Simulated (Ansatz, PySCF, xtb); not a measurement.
Homolysis of single bonds, series B OH-SH. Gas-phase values, no solvent. One relaxed conformer stands for each flexible species; it need not be the lowest. Strings in code marks are SMILES. Quantity: homolytic bond dissociation enthalpy at 298 K (no spin–orbit term). Enthalpy corrections at 298 K come from GFN2-xTB frequencies (xtb). Level 1: PBE-D3(BJ)/def2-TZVP // CAM-B3LYP-D3(BJ)/def2-TZVP (PySCF). Level 2: frozen-core CCSD(T)/cc-pVTZ // CAM-B3LYP-D3(BJ)/def2-TZVP (Ansatz, a quantum-chemistry and plane-wave program).

```
case                                                                                        level 1 (kcal/mol)  level 2 (kcal/mol)
------------------------------------------------------------------------------------------  ------------------  ------------------
S–B bond of `SB(S)S`, giving `S[B]S` (H–S–B–S torsion 0°, S–B–S–H torsion 180°) and `[SH]`                99.7            withheld
B–S bond of `OB(S)S`, giving `O[B]S` (H–O–B–S torsion 0°, O–B–S–H torsion 180°) and `[SH]`               101.5                99.9
B–S bond of `OB(O)S`, giving `O[B]O` (H–O–B–O torsion 0°, O–B–O–H torsion 180°) and `[SH]`               102.5               101.6
O–B bond of `OB(S)S`, giving `S[B]S` (H–S–B–S torsion 0°, S–B–S–H torsion 180°) and `[OH]`               137.3               138.5
O–B bond of `OB(O)O`, giving `O[B]O` (H–O–B–O torsion 0°, O–B–O–H torsion 180°) and `[OH]`               141.5               143.4
O–B bond of `OB(O)S`, giving `O[B]S` (H–O–B–S torsion 0°, O–B–S–H torsion 180°) and `[OH]`               142.5               143.9
```

**Question.** Fit level 2 = a + b·x to the 5 complete rows by least squares, with x = level 1 in kcal/mol. Give a, b and the rms residual, and predict the withheld value.

**Answer.** Means of the 5 rows: x̄ = 125.06, ȳ = 125.46 kcal/mol. Σ(x − x̄)² = 1788.3 and Σ(x − x̄)(y − ȳ) = 1916.6, so b = 1.072 and a = ȳ − b·x̄ = -8.60 kcal/mol. The rms residual is 0.27 kcal/mol. At x = 99.7 the line gives 98.3 kcal/mol, outside the range of the fitted rows. The run for S–B bond of `SB(S)S`, giving `S[B]S` (H–S–B–S torsion 0°, S–B–S–H torsion 180°) and `[SH]` gave 97.9 kcal/mol, so the line is off by 0.4 kcal/mol, within twice the rms residual.

Codes: Ansatz, PySCF, xtb.
